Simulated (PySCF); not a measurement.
Saddle point of BH2ClO, closed shell (BH₂ClO ([OH][BH][Cl]) → BHO ([BH][O]) + HCl; bonds formed: Cl2–H4; bonds broken: B1–Cl2, O3–H4), PBE0-D4/def2-TZVP structure:

```xyz
5
angstrom
B -0.3510 -0.0172 -0.5700
Cl 0.9854 0.8382 1.0705
O -0.4505 -1.1200 0.0045
H 0.3460 -0.4921 0.9029
H -0.5297 0.7911 -1.4079
```

Energies are electronic, without zero-point energy. Barriers and step energies count from the start structure reached by relaxing down the imaginary mode; all methods use the PBE0-D4 structures, on which another method's saddle can fall below an end. Program: PySCF 2.14 with density fitting (its default auxiliary sets; JK sets also for MP2 and CCSD(T)). Basis: def2-TZVPP, with def2-QZVPP for the basis limit. Cores are frozen in the correlated methods. B3LYP uses VWN-RPA correlation. Extrapolation: Hartree–Fock as exp(−7.88 √X), correlation as X^−2.97.

```tsv
method	barrier (kJ/mol)	step energy (kJ/mol)
SPW92	?	153.3
PBE-D4	?	128.3
r2SCAN-D4	?	136.7
PBE0-D4	210.5	141.4
B3LYP-D4	205.3	119.8
BHLYP-D4	231.1	134.1
wB97M-V	211.9	128.7
HF	262.7	131.1
MP2	210.5	119.6
CCSD	227.9	124.3
CCSD(T)	216.9	121.5
```

Fill in the withheld barriers. (An estimate is asked for; the value comes from the calculation.)

Computed: PBE-D4 187.5; r2SCAN-D4 202.1; SPW92 184.4 kJ/mol. Each is the energy of the saddle less that of the start structure, by the same method.

For comparison, the barrier by CCSD(T) at an estimated basis limit (MP2 extrapolated from triple and quadruple zeta, plus CCSD(T) − MP2 in triple zeta) is 214.2 kJ/mol.

No T1 diagnostic of these runs exceeds 0.018.

Labels in which every atom is bracketed show which atoms are joined, not bond orders.

For scale, one of the runs: CCSD(T)/def2-TZVPP, 132 basis functions, launched by `OMP_NUM_THREADS=4 python run.py`. Time: 57 s of wall clock on 4 CPU threads of an Arm Neoverse V1; the host was shared. Peak host memory: 0.72 GiB.
